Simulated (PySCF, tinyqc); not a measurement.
RHF in the sto-3g basis, for OH-, spin multiplicity 1, step by step (part 1 of 2). The basis has no diffuse functions, so it cannot describe the extra electron: this is an exercise in the method, not the real anion. The lowest restricted solution is unstable here: a spin-polarised one lies 0.0106 hartree lower (PySCF). Computed by tinyqc, a small Python program that keeps every step (integrals from PySCF). Settings: charge = -1, multiplicity = 1, basis = sto-3g, energy threshold = 1e-09, iteration cap = 66, orthogonalisation = symmetric, start = random, DIIS depth = 6, method = RHF. Command: `OMP_NUM_THREADS=1 python tinyqc.py 25888 25889 out.jsonl` (the two numbers bound the seeds that draw the settings). One thread of a shared host (Intel(R) Xeon(R) Processor @ 2.60GHz), about 0.07 s of CPU time with the checks. Later iterations appear only in the table of the cycle.

## One-electron integrals

Geometry (angstrom):
```
atom        x        y        z
O     0.00000  0.00000  0.00000
H     0.00000  0.00000  1.67200
```

Basis sto-3g: exponents (1/bohr^2) and contraction coefficients of normalised primitives:
```
element  l (shell)   exponent  coefficient
O            s (1)  130.70932      0.15433
O            s (1)   23.80886      0.53533
O            s (1)    6.44361      0.44463
O            s (2)    5.03315     -0.09997
O            s (2)    1.16960      0.39951
O            s (2)    0.38039      0.70012
O            p (3)    5.03315      0.15592
O            p (3)    1.16960      0.60768
O            p (3)    0.38039      0.39196
H            s (1)    3.42525      0.15433
H            s (1)    0.62391      0.53533
H            s (1)    0.16886      0.44463
```

Overlap, kinetic and nuclear-attraction integrals over the contracted functions; the nuclear repulsion is the sum of Za Zb / Rab.

nuclear repulsion = 2.5319484 hartree

overlap S:
```
          1O 1s    1O 2s   1O 2px   1O 2py   1O 2pz    2H 1s
1O 1s   1.00000  0.23670  0.00000  0.00000  0.00000  0.01055
1O 2s   0.23670  1.00000  0.00000  0.00000  0.00000  0.14489
1O 2px  0.00000  0.00000  1.00000  0.00000  0.00000  0.00000
1O 2py  0.00000  0.00000  0.00000  1.00000  0.00000  0.00000
1O 2pz  0.00000  0.00000  0.00000  0.00000  1.00000  0.14962
2H 1s   0.01055  0.14489  0.00000  0.00000  0.14962  1.00000
```

kinetic energy T (hartree):
```
           1O 1s     1O 2s   1O 2px   1O 2py   1O 2pz     2H 1s
1O 1s   29.00320  -0.16801  0.00000  0.00000  0.00000  -0.00287
1O 2s   -0.16801   0.80813  0.00000  0.00000  0.00000  -0.01575
1O 2px   0.00000   0.00000  2.52873  0.00000  0.00000   0.00000
1O 2py   0.00000   0.00000  0.00000  2.52873  0.00000   0.00000
1O 2pz   0.00000   0.00000  0.00000  0.00000  2.52873   0.01082
2H 1s   -0.00287  -0.01575  0.00000  0.00000  0.01082   0.76003
```

nuclear attraction V (hartree):
```
            1O 1s     1O 2s    1O 2px    1O 2py    1O 2pz     2H 1s
1O 1s   -60.93495  -7.25799   0.00000   0.00000  -0.00509  -0.33111
1O 2s    -7.25799  -9.36840   0.00000   0.00000  -0.06419  -0.90699
1O 2px    0.00000   0.00000  -9.28653   0.00000   0.00000   0.00000
1O 2py    0.00000   0.00000   0.00000  -9.28653   0.00000   0.00000
1O 2pz   -0.00509  -0.06419   0.00000   0.00000  -9.31469  -0.79295
2H 1s    -0.33111  -0.90699   0.00000   0.00000  -0.79295  -3.75379
```

core Hamiltonian H = T + V (hartree):
```
            1O 1s     1O 2s    1O 2px    1O 2py    1O 2pz     2H 1s
1O 1s   -31.93175  -7.42601   0.00000   0.00000  -0.00509  -0.33398
1O 2s    -7.42601  -8.56027   0.00000   0.00000  -0.06419  -0.92273
1O 2px    0.00000   0.00000  -6.75780   0.00000   0.00000   0.00000
1O 2py    0.00000   0.00000   0.00000  -6.75780   0.00000   0.00000
1O 2pz   -0.00509  -0.06419   0.00000   0.00000  -6.78596  -0.78213
2H 1s    -0.33398  -0.92273   0.00000   0.00000  -0.78213  -2.99376
```

## Two-electron integrals

Functions are numbered as in S; the eight-fold symmetry (ij|kl) = (ji|kl) = (kl|ij) leaves the list below.

Two-electron integrals (ij|kl) in chemists' order, unique and non-zero (hartree):
```
(11|11) 4.78507   (21|11) 0.74138   (21|21) 0.13687   (22|11) 1.11895
(22|21) 0.25663   (22|22) 0.81721   (31|31) 0.02448   (32|31) 0.03781
(32|32) 0.18052   (33|11) 1.11581   (33|21) 0.25668   (33|22) 0.81702
(33|33) 0.88016   (41|41) 0.02448   (42|41) 0.03781   (42|42) 0.18052
(43|43) 0.04744   (44|11) 1.11581   (44|21) 0.25668   (44|22) 0.81702
(44|33) 0.78527   (44|44) 0.88016   (51|51) 0.02448   (52|51) 0.03781
(52|52) 0.18052   (53|53) 0.04744   (54|54) 0.04744   (55|11) 1.11581
(55|21) 0.25668   (55|22) 0.81702   (55|33) 0.78527   (55|44) 0.78527
(55|55) 0.88016   (61|11) 0.03342   (61|21) 0.00612   (61|22) 0.01143
(61|33) 0.01141   (61|44) 0.01141   (61|51) 0.00026   (61|52) 0.00049
(61|55) 0.01146   (61|61) 0.00028   (62|11) 0.10324   (62|21) 0.02407
(62|22) 0.08802   (62|33) 0.08651   (62|44) 0.08651   (62|51) 0.00175
(62|52) 0.01503   (62|55) 0.09094   (62|61) 0.00110   (62|62) 0.01326
(63|31) 0.00223   (63|32) 0.01401   (63|53) 0.00295   (63|63) 0.00168
(64|41) 0.00223   (64|42) 0.01401   (64|54) 0.00295   (64|64) 0.00168
(65|11) 0.08619   (65|21) 0.02032   (65|22) 0.07948   (65|33) 0.07630
(65|44) 0.07630   (65|51) 0.00340   (65|52) 0.02576   (65|55) 0.08574
(65|61) 0.00095   (65|62) 0.01460   (65|65) 0.01756   (66|11) 0.31587
(66|21) 0.07475   (66|22) 0.31448   (66|33) 0.30613   (66|44) 0.30613
(66|51) 0.00499   (66|52) 0.06149   (66|55) 0.33102   (66|61) 0.00340
(66|62) 0.06782   (66|65) 0.08650   (66|66) 0.77461
```

## Orthogonalisation

S = U s U^T; symmetric (Loewdin) form X = U s^(-1/2) U^T, so that X^T S X = 1.

eigenvalues of S: 0.71431  0.87293  1.00000  1.00000  1.11670  1.29606

X:
```
           1O 1s     1O 2s   1O 2px   1O 2py    1O 2pz     2H 1s
1O 1s    1.02207  -0.12379  0.00000  0.00000  -0.00110   0.00823
1O 2s   -0.12379   1.03051  0.00000  0.00000   0.00863  -0.07624
1O 2px   0.00000   0.00000  1.00000  0.00000   0.00000   0.00000
1O 2py   0.00000   0.00000  0.00000  1.00000   0.00000   0.00000
1O 2pz  -0.00110   0.00863  0.00000  0.00000   1.00867  -0.07693
2H 1s    0.00823  -0.07624  0.00000  0.00000  -0.07693   1.01696
```

## Starting guess

The start is random orthonormal orbitals; D = 2 C_occ C_occ^T.

D at the start:
```
           1O 1s     1O 2s    1O 2px    1O 2py    1O 2pz     2H 1s
1O 1s    1.23034  -0.64984  -0.53233   0.42755   0.31811  -0.54686
1O 2s   -0.64984   2.14415  -0.08400   0.06747   0.09866  -0.41016
1O 2px  -0.53233  -0.08400   1.68149   0.25582   0.19504  -0.35869
1O 2py   0.42755   0.06747   0.25582   1.79453  -0.15665   0.28809
1O 2pz   0.31811   0.09866   0.19504  -0.15665   1.92739  -0.09336
2H 1s   -0.54686  -0.41016  -0.35869   0.28809  -0.09336   1.68805
```

## Iteration 1: building the Fock matrix

J_ij = sum D_kl (ij|kl), K_ij = sum D_kl (ik|jl); F = H + J - 0.5 K; E = tr D H + tr D J / 2 - 0.25 tr D K + E_nn.

Coulomb J (hartree):
```
           1O 1s     1O 2s    1O 2px    1O 2py    1O 2pz     2H 1s
1O 1s   13.74798   2.76744  -0.03401   0.02732   0.02911   0.12405
1O 2s    2.76744   7.64139  -0.08064   0.06476   0.14580   0.86421
1O 2px  -0.03401  -0.08064   7.61282   0.02427   0.01639  -0.00478
1O 2py   0.02732   0.06476   0.02427   7.62354  -0.01317   0.00384
1O 2pz   0.02911   0.14580   0.01639  -0.01317   7.67271   0.81749
2H 1s    0.12405   0.86421  -0.00478   0.00384   0.81749   3.91526
```

exchange K (hartree):
```
           1O 1s     1O 2s    1O 2px    1O 2py    1O 2pz     2H 1s
1O 1s    5.30830   0.77790  -0.63664   0.51133   0.33620  -0.13316
1O 2s    0.77790   2.48354  -0.27662   0.22217   0.15500   0.21897
1O 2px  -0.63664  -0.27662   2.01295   0.21302   0.13399  -0.11066
1O 2py   0.51133   0.22217   0.21302   2.10708  -0.10762   0.08888
1O 2pz   0.33620   0.15500   0.13399  -0.10762   2.21815   0.30182
2H 1s   -0.13316   0.21897  -0.11066   0.08888   0.30182   1.30258
```

Fock matrix F (hartree):
```
            1O 1s     1O 2s    1O 2px    1O 2py    1O 2pz     2H 1s
1O 1s   -20.83791  -5.04752   0.28431  -0.22835  -0.14408  -0.14335
1O 2s    -5.04752  -2.16065   0.05767  -0.04632   0.00411  -0.16802
1O 2px    0.28431   0.05767  -0.15146  -0.08224  -0.05060   0.05055
1O 2py   -0.22835  -0.04632  -0.08224  -0.18780   0.04064  -0.04060
1O 2pz   -0.14408   0.00411  -0.05060   0.04064  -0.22233  -0.11555
2H 1s    -0.14335  -0.16802   0.05055  -0.04060  -0.11555   0.27021
```

total energy of this density = -53.9970835 hartree

## Iteration 1: diagonalisation and new density

Diagonalise F' = X^T F X, C = X C', fill 5 alpha and 5 beta electrons from the bottom; D = 2 C_occ C_occ^T. Each column has its largest component positive (the first on a tie).

F' = X^T F X (hartree):
```
           1         2         3         4         5         6
1  -20.52538  -2.47478   0.28392  -0.22803  -0.15976   0.08876
2   -2.47478  -1.30025   0.01995  -0.01602   0.03198  -0.08260
3    0.28392   0.01995  -0.15146  -0.08224  -0.05474   0.05324
4   -0.22803  -0.01602  -0.08224  -0.18780   0.04397  -0.04276
5   -0.15976   0.03198  -0.05474   0.04397  -0.20617  -0.12601
6    0.08876  -0.08260   0.05324  -0.04276  -0.12601   0.31247
```

orbital energies (hartree): MO1 -20.84665, MO2 -0.99592, MO3 -0.25385, MO4 -0.25229, MO5 -0.07647, MO6 0.36659

coefficients C:
```
             MO1       MO2      MO3       MO4       MO5       MO6
1O 1s    0.99820  -0.24882  0.00000  -0.00881   0.01802   0.03601
1O 2s    0.00696   1.02870  0.00000   0.03056   0.00696  -0.15460
1O 2px  -0.01366   0.01007  0.62620   0.25353   0.72188   0.14900
1O 2py   0.01097  -0.00809  0.77966  -0.20363  -0.57979  -0.11967
1O 2pz   0.00773  -0.05046  0.00000   0.92392  -0.25819  -0.31706
2H 1s   -0.00561  -0.00616  0.00000   0.10254  -0.24013   0.98881
```

D after iteration 1:
```
           1O 1s     1O 2s    1O 2px    1O 2py    1O 2pz     2H 1s
1O 1s    2.11744  -0.49831  -0.01073   0.00862   0.01496  -0.01859
1O 2s   -0.49831   2.11851   0.04607  -0.03700  -0.05082  -0.00983
1O 2px  -0.01073   0.04607   1.95560   0.03566   0.09448  -0.29466
1O 2py   0.00862  -0.03700   0.03566   1.97136  -0.07589   0.23666
1O 2pz   0.01496  -0.05082   0.09448  -0.07589   1.84578   0.31401
2H 1s   -0.01859  -0.00983  -0.29466   0.23666   0.31401   0.13649
```

## Iteration 2: building the Fock matrix

As before.

Coulomb J (hartree):
```
           1O 1s     1O 2s   1O 2px    1O 2py    1O 2pz     2H 1s
1O 1s   18.29898   3.48113  0.00165  -0.00132  -0.00034   0.15584
1O 2s    3.48113   8.65193  0.00756  -0.00607   0.00704   0.90531
1O 2px   0.00165   0.00756  8.64402   0.00338   0.00723   0.00081
1O 2py  -0.00132  -0.00607  0.00338   8.64552  -0.00581  -0.00065
1O 2pz  -0.00034   0.00704  0.00723  -0.00581   8.64284   0.80852
2H 1s    0.15584   0.90531  0.00081  -0.00065   0.80852   3.22619
```

exchange K (hartree):
```
           1O 1s     1O 2s    1O 2px    1O 2py    1O 2pz     2H 1s
1O 1s    9.82331   1.70445  -0.00269   0.00216   0.00508   0.07818
1O 2s    1.70445   2.81602   0.01318  -0.01058  -0.00899   0.30836
1O 2px  -0.00269   0.01318   2.30064   0.02970   0.05532  -0.07873
1O 2py   0.00216  -0.01058   0.02970   2.31376  -0.04444   0.06323
1O 2pz   0.00508  -0.00899   0.05532  -0.04444   2.26308   0.31579
2H 1s    0.07818   0.30836  -0.07873   0.06323   0.31579   0.22372
```

Fock matrix F (hartree):
```
            1O 1s     1O 2s    1O 2px    1O 2py    1O 2pz     2H 1s
1O 1s   -18.54443  -4.79710   0.00299  -0.00240  -0.00797  -0.21723
1O 2s    -4.79710  -1.31635   0.00097  -0.00078  -0.05265  -0.17160
1O 2px    0.00299   0.00097   0.73591  -0.01146  -0.02043   0.04018
1O 2py   -0.00240  -0.00078  -0.01146   0.73084   0.01641  -0.03227
1O 2pz   -0.00797  -0.05265  -0.02043   0.01641   0.72533  -0.13151
2H 1s    -0.21723  -0.17160   0.04018  -0.03227  -0.13151   0.12058
```

total energy of this density = -73.1805256 hartree

## Iteration 2: DIIS over 2 matrices

error matrix X^T (FDS - SDF) X:
```
          1         2        3         4         5         6
1   0.00000  -0.02330  0.04257  -0.03419  -0.07335   0.24285
2   0.02330   0.00000  0.01382  -0.01110  -0.00405   0.20477
3  -0.04257  -0.01382  0.00000   0.00000  -0.03610  -0.23005
4   0.03419   0.01110  0.00000   0.00000   0.02900   0.18477
5   0.07335   0.00405  0.03610  -0.02900   0.00000   0.60238
6  -0.24285  -0.20477  0.23005  -0.18477  -0.60238   0.00000
```

B (overlaps of the stored error matrices):
```
               1              2
1  8.7708169e+02  9.3725866e+00
2  9.3725866e+00  1.1244310e+00
```

Minimise |sum c_i e_i|^2 with sum c_i = 1: solve [B -1; -1 0][c; lambda] = [0; -1] with B_ij = tr e_i^T e_j, and take F = sum c_i F_i.

DIIS coefficients: -0.00960  1.00960

extrapolated F (hartree):
```
            1O 1s     1O 2s    1O 2px    1O 2py    1O 2pz     2H 1s
1O 1s   -18.52242  -4.79470   0.00029  -0.00023  -0.00666  -0.21794
1O 2s    -4.79470  -1.30824   0.00043  -0.00035  -0.05320  -0.17164
1O 2px    0.00029   0.00043   0.74442  -0.01078  -0.02014   0.04008
1O 2py   -0.00023  -0.00035  -0.01078   0.73966   0.01618  -0.03219
1O 2pz   -0.00666  -0.05320  -0.02014   0.01618   0.73443  -0.13166
2H 1s    -0.21794  -0.17164   0.04008  -0.03219  -0.13166   0.11914
```

## Iteration 2: diagonalisation and new density

As before.

F' = X^T F X (hartree):
```
           1         2         3         4         5         6
1  -18.15905  -2.59905   0.00059  -0.00048  -0.00746   0.00674
2   -2.59905  -0.42700  -0.00282   0.00227  -0.02913  -0.12504
3    0.00059  -0.00282   0.74442  -0.01078  -0.02340   0.04227
4   -0.00048   0.00227  -0.01078   0.73966   0.01879  -0.03395
5   -0.00746  -0.02913  -0.02340   0.01879   0.76761  -0.19992
6    0.00674  -0.12504   0.04227  -0.03395  -0.19992   0.16767
```

orbital energies (hartree): MO1 -18.53217, MO2 -0.12455, MO3 0.17466, MO4 0.73099, MO5 0.73495, MO6 0.84942

coefficients C:
```
             MO1       MO2       MO3      MO4       MO5       MO6
1O 1s    0.99411  -0.23079   0.13578  0.00000   0.00129  -0.00773
1O 2s    0.02386   0.87284  -0.56454  0.00000  -0.00112   0.04509
1O 2px  -0.00001  -0.01612  -0.05304  0.62620   0.70199  -0.33467
1O 2py   0.00001   0.01295   0.04260  0.77966  -0.56382   0.26879
1O 2pz   0.00070   0.10395   0.18880  0.00000   0.43887   0.88564
2H 1s   -0.00212   0.39755   0.86549  0.00000  -0.09701  -0.35981
```

D after iteration 2:
```
           1O 1s     1O 2s    1O 2px    1O 2py    1O 2pz     2H 1s
1O 1s    2.11991  -0.50875  -0.00517   0.00415   0.00581   0.04707
1O 2s   -0.50875   2.16224   0.03018  -0.02424  -0.03265  -0.28311
1O 2px  -0.00517   0.03018   1.77600   0.17991   0.59279  -0.24083
1O 2py   0.00415  -0.02424   0.17991   1.85550  -0.47611   0.19343
1O 2pz   0.00581  -0.03265   0.59279  -0.47611   0.47812   0.32431
2H 1s    0.04707  -0.28311  -0.24083   0.19343   0.32431   1.83308
```

## Iteration 3: building the Fock matrix

As before.

Coulomb J (hartree):
```
           1O 1s     1O 2s   1O 2px    1O 2py    1O 2pz     2H 1s
1O 1s   16.97417   3.17932  0.00096  -0.00077   0.00821   0.14249
1O 2s    3.17932   7.81484  0.00375  -0.00302   0.10962   0.86774
1O 2px   0.00096   0.00375  7.82927   0.01707   0.05483   0.00351
1O 2py  -0.00077  -0.00302  0.01707   7.83682  -0.04404  -0.00282
1O 2pz   0.00821   0.10962  0.05483  -0.04404   7.75536   0.81211
2H 1s    0.14249   0.86774  0.00351  -0.00282   0.81211   3.97748
```

exchange K (hartree):
```
           1O 1s     1O 2s    1O 2px    1O 2py    1O 2pz     2H 1s
1O 1s    9.78647   1.64088  -0.00029   0.00024   0.00175   0.07834
1O 2s    1.64088   2.52438   0.00437  -0.00351   0.00803   0.30525
1O 2px  -0.00029   0.00437   2.07488   0.14982   0.47454  -0.02419
1O 2py   0.00024  -0.00351   0.14982   2.14108  -0.38114   0.01943
1O 2pz   0.00175   0.00803   0.47454  -0.38114   1.07039   0.33021
2H 1s    0.07834   0.30525  -0.02419   0.01943   0.33021   1.47962
```

Fock matrix F (hartree):
```
            1O 1s     1O 2s    1O 2px    1O 2py    1O 2pz     2H 1s
1O 1s   -19.85081  -5.06713   0.00110  -0.00089   0.00224  -0.23066
1O 2s    -5.06713  -2.00762   0.00157  -0.00126   0.04141  -0.20763
1O 2px    0.00110   0.00157   0.03403  -0.05784  -0.18244   0.01560
1O 2py   -0.00089  -0.00126  -0.05784   0.00848   0.14653  -0.01253
1O 2pz    0.00224   0.04141  -0.18244   0.14653   0.43420  -0.13513
2H 1s    -0.23066  -0.20763   0.01560  -0.01253  -0.13513   0.24391
```

total energy of this density = -73.8935122 hartree

## Iteration 3: DIIS over 3 matrices

error matrix X^T (FDS - SDF) X:
```
          1         2         3         4         5         6
1   0.00000  -0.00040   0.00079  -0.00063  -0.00232   0.00121
2   0.00040   0.00000   0.04872  -0.03913  -0.12276   0.03873
3  -0.00079  -0.04872   0.00000   0.00000  -0.04115   0.07100
4   0.00063   0.03913   0.00000   0.00000   0.03305  -0.05702
5   0.00232   0.12276   0.04115  -0.03305   0.00000  -0.14618
6  -0.00121  -0.03873  -0.07100   0.05702   0.14618   0.00000
```

B (overlaps of the stored error matrices):
```
               1               2               3
1  8.7708169e+02   9.3725866e+00   7.1721706e-01
2  9.3725866e+00   1.1244310e+00  -2.0484169e-01
3  7.1721706e-01  -2.0484169e-01   1.0586090e-01
```

As before.

DIIS coefficients: -0.00279  0.20473  0.79806

extrapolated F (hartree):
```
            1O 1s     1O 2s    1O 2px    1O 2py    1O 2pz     2H 1s
1O 1s   -19.58060  -5.01190   0.00070  -0.00056   0.00056  -0.22816
1O 2s    -5.01190  -1.86567   0.00129  -0.00104   0.02226  -0.20036
1O 2px    0.00070   0.00129   0.17825  -0.04827  -0.14964   0.02054
1O 2py   -0.00056  -0.00104  -0.04827   0.15692   0.12019  -0.01649
1O 2pz    0.00056   0.02226  -0.14964   0.12019   0.49564  -0.13444
2H 1s    -0.22816  -0.20036   0.02054  -0.01649  -0.13444   0.21859
```

## Iteration 3: diagonalisation and new density

As before.

F' = X^T F X (hartree):
```
           1         2         3         4         5         6
1  -19.21814  -2.62603   0.00089  -0.00071  -0.00889   0.00371
2   -2.62603  -0.97354  -0.00161   0.00130   0.04469  -0.12659
3    0.00089  -0.00161   0.17825  -0.04827  -0.15251   0.03230
4   -0.00071   0.00130  -0.04827   0.15692   0.12249  -0.02594
5   -0.00889   0.04469  -0.15251   0.12249   0.52698  -0.19790
6    0.00371  -0.12659   0.03230  -0.02594  -0.19790   0.27166
```

orbital energies (hartree): MO1 -19.58860, MO2 -0.62116, MO3 0.09977, MO4 0.11814, MO5 0.21751, MO6 0.71647

coefficients C:
```
             MO1       MO2       MO3      MO4       MO5       MO6
1O 1s    0.99476  -0.26178   0.01307  0.00000   0.03543  -0.02264
1O 2s    0.02133   1.01730  -0.06785  0.00000  -0.17546   0.11141
1O 2px  -0.00003  -0.00633   0.57980  0.62620  -0.43917  -0.28070
1O 2py   0.00003   0.00509  -0.46568  0.77966   0.35273   0.22545
1O 2pz   0.00020  -0.01917   0.50487  0.00000   0.11113   0.86937
2H 1s   -0.00179   0.06392   0.37241  0.00000   0.80925  -0.49833
```

D after iteration 3:
```
           1O 1s     1O 2s    1O 2px    1O 2py    1O 2pz     2H 1s
1O 1s    2.11901  -0.50440  -0.01271   0.01021   0.03150   0.03006
1O 2s   -0.50440   2.14149   0.06254  -0.05023  -0.14649  -0.20453
1O 2px  -0.01271   0.06254   1.84241   0.12657   0.48807  -0.27976
1O 2py   0.01021  -0.05023   0.12657   1.89834  -0.39201   0.22470
1O 2pz   0.03150  -0.14649   0.48807  -0.39201   0.53522   0.55345
2H 1s    0.03006  -0.20453  -0.27976   0.22470   0.55345   1.59534
```
